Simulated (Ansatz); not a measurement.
# AlNH₂+ (quartet): the correlation ladder, def2-TZVPP

One table from this session's results is given with a row withheld; the runs are named, their logs left out.

Method: def2-TZVPP, core rule «outside noble gas», up to 6 orbitals frozen; program: Ansatz 0.2.0, Gaussian basis.

To be run: UHF; ROHF; CCSD(T) on UHF.

2 further runs of the same task are left out: 2 set aside as unsound or not needed.

### The geometry

The geometry is a PBE0/def2-TZVP stationary point (not a proven minimum) of the parent state, kept for this charge and spin.

4 atoms, charge 1, spin multiplicity 4.

Atoms are counted from 1 here; the program's logs count them from 0.

Bond lengths: Al1–N2 1.771 Å, N2–H3 1.007 Å, N2–H4 1.007 Å. Angles: Al1–N2–H3 124.1°, Al1–N2–H4 124.1°, H3–N2–H4 111.7°.

Coordinates:

```
Al    0.0000    0.0000    0.6865
N     0.0000    0.0000   -1.0849
H     0.0000    0.8334   -1.6498
H     0.0000   -0.8334   -1.6498
```

Set-up of the first run:

The input, in.yaml:

```yaml
crystal:
  periodic: [false, false, false]
  atoms:
    - {symbol: Al, position_ang: [0.000000, 0.000000, 0.686473]}
    - {symbol: N, position_ang: [0.000000, 0.000000, -1.084932]}
    - {symbol: H, position_ang: [0.000000, 0.833405, -1.649784]}
    - {symbol: H, position_ang: [0.000000, -0.833405, -1.649784]}
basis:
  gaussian: {orbitals: def2-TZVPP}
total_charge: 1
magnetization: {spin_polarized: true, initial_magnetization: 3}
hamiltonian: {xc: hf}
output: {orbitals: {seedname: orbitals}}
```

Run with:

```bash
ansatz run in.yaml --threads 1 --pin off --events-out ev --progress --plain --max-ram 4096MiB --backend cpu
```

Among the steps run: UHF; ROHF; CCSD(T) on UHF.

One of the session's tables, all rows but one given; the rest of the session is left out.

| method | from UCCSD(T) (kcal/mol) |
| --- | --- |
| ROHF | +139.18 |
| UHF | +136.10 |
| UMP2 | ? |
| UCCSD | +3.68 |
| UCCSD(T) | 0 |

Q: Estimate the row for UMP2 from the others.

As computed: from UCCSD(T) (kcal/mol): +16.72. In the column «from UCCSD(T) (kcal/mol)» it lies between UCCSD (+3.68) and UHF (+136.10).
